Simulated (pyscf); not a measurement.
## Four-centre exchange: HO–Nb(F)(F)(F)–F + HF → H₂O + F–Nb(F)(F)(F)–F

Gas phase, singlet surface, charge 0. Bonds broken: O1–Nb2, H7–F8. Bonds formed: O1–H7, Nb2–F8. Single points on ωB97X-D3(BJ)/def2-SVP structures (PySCF, gas phase).

Transition state (Å):

```xyz
9

O     -1.2974     1.3878     0.3243
Nb     0.0494    -0.1379     0.1226
F      1.1368     0.9836     1.1528
F     -1.3006    -1.0016    -0.8090
F      1.0055     0.2222    -1.3992
F      0.7717    -1.6661     0.8343
H     -1.6221     0.6454     1.3483
F     -1.3156    -0.2812     1.8283
H     -0.9555     2.2576     0.5765
```

One imaginary mode, 543i cm⁻¹; descent along it reached the two sides named, in the forms told below.

| bond | change | reactant side (Å) | saddle | product side |
|---|---|---|---|---|
| O1–Nb2 | breaks | 1.936 | 2.045 | 2.272 |
| H7–F8 | breaks | 0.948 | 1.088 | 2.522 |
| O1–H7 | forms | 1.867 | 1.306 | 0.967 |
| Nb2–F8 | forms | 2.367 | 2.189 | 1.867 |

Electronic energies relative to the separated reactants (eV):

```csv
level,barrier,reaction energy,reverse barrier
ωB97X-D3(BJ)/def2-TZVP,-0.24,-0.31,0.07
PBE/def2-TZVP,-0.25,-0.36,0.11
r²SCAN/def2-TZVP,-0.34,-0.35,0.01
B3LYP-D3(BJ)/def2-TZVP,-0.19,-0.30,0.11
PBE0-D3(BJ)/def2-TZVP,-0.22,-0.29,0.08
M06-2X/def2-TZVP,-0.30,-0.22,-0.08
ωB97M-D3(BJ)/def2-TZVP,-0.20,-0.32,0.12
HF/def2-TZVP,0.26,-0.31,0.56
```

With ωB97M-D3(BJ)/def2-TZVP energies and thermal terms (ideal gas, 1 atm, RRHO with modes under 100 cm⁻¹ raised to 100, one conformer, R ln 2 for chiral ones without a mode under 150 cm⁻¹), in eV:

| T (K) | ΔH‡ | ΔG‡ | ΔH | ΔG |
|---|---|---|---|---|
| 298 | -0.23 | 0.23 | -0.30 | -0.30 |
| 600 | -0.25 | 0.70 | -0.32 | -0.30 |
| 900 | -0.25 | 1.18 | -0.35 | -0.28 |
| 1200 | -0.24 | 1.65 | -0.37 | -0.25 |

On the reactant side the descent ends in an adduct with a F–Nb contact, 0.36 eV under the separated species and 0.12 eV under the saddle at ωB97X-D3(BJ)/def2-TZVP. On the product side the descent ends in an adduct with a Nb–O contact, 0.98 eV under the separated species and 1.05 eV under the saddle at ωB97X-D3(BJ)/def2-TZVP. At ωB97X-D3(BJ), PBE, r²SCAN, B3LYP-D3(BJ), PBE0-D3(BJ), M06-2X, ωB97M-D3(BJ) the saddle lies under the separated reactants, which points to a path from their complex (located at ωB97X-D3(BJ) alone). At M06-2X the saddle lies under the separated products, which points to a path from their complex (located at ωB97X-D3(BJ) alone). What is counted as formed (F–Nb) is already present as a longer contact in the reactant adduct; forming that adduct is a step of its own. What is counted as broken (Nb–O) persists as a longer contact in the product adduct; parting that adduct is a step of its own. This is the saddle that the search found; another between the same sides may lie lower. Elements past Kr carry the def2 core potentials, without spin-orbit coupling.
